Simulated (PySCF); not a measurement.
# HO2: the cost of one run

The runs use PySCF 2.14.0, with density-fitted response routines of our own; the level of theory stands in each step. All values are computed, except where a source is named. Atoms are numbered from 0 throughout.

## Step 1: Starting geometry

3 atoms, charge 0, multiplicity 2; geometry from: GFN2-xTB.

Bonds of the start (Å): O0–O1 1.30, O1–H2 0.98.

## Step 2: Optimising the geometry at PBE0-D3(BJ)/def2-TZVP

What the job is given:

```
{"job": {"xc": "PBE0", "basis": "def2-TZVP", "d3": "d3bj", "grid": 2, "kind": "geom"}, "charge": 0, "multiplicity": 2}
O      0.620980    -0.280050    -0.000000
O     -0.542880     0.304600    -0.000600
H     -1.239680    -0.389650     0.009580
```

**Question.** How long does this first job take on 2 threads of Intel Xeon at 2.50GHz (Skylake/Cascade Lake), shared host?

About 14 s.
